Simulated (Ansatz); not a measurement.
Solid chlorine was calculated with r²SCANh in Ansatz (PAW).

Settings: plane-wave cutoff 520 eV, 8×8×4 k mesh (along the axes of the cell as run), Fermi–Dirac smearing 0.01 eV, scalar-relativistic PAW data made under PBE.

Cell (relaxed at this level):

```
CELL_PARAMETERS angstrom
      2.11982    -3.23358     0.00000
      2.11982     3.23358     0.00000
      0.00000     0.00000     8.30535
ATOMIC_POSITIONS crystal
  Cl 0.88223 0.88223 0.89601
  Cl 0.61777 0.61777 0.39601
  Cl 0.38223 0.38223 0.60399
  Cl 0.11777 0.11777 0.10399
```

Q: What does this level give for the band gap?

A: 
- band gap = 3.70 eV (on the SCF k mesh) (direct)

Note: the cell comes from a level without a dispersion term, which matters for the spacing of layers, chains or molecules.

Computed values are for the static lattice.

Cost on a shared machine: around 70 core-minutes (rough).

Ansatz is an electronic-structure program.
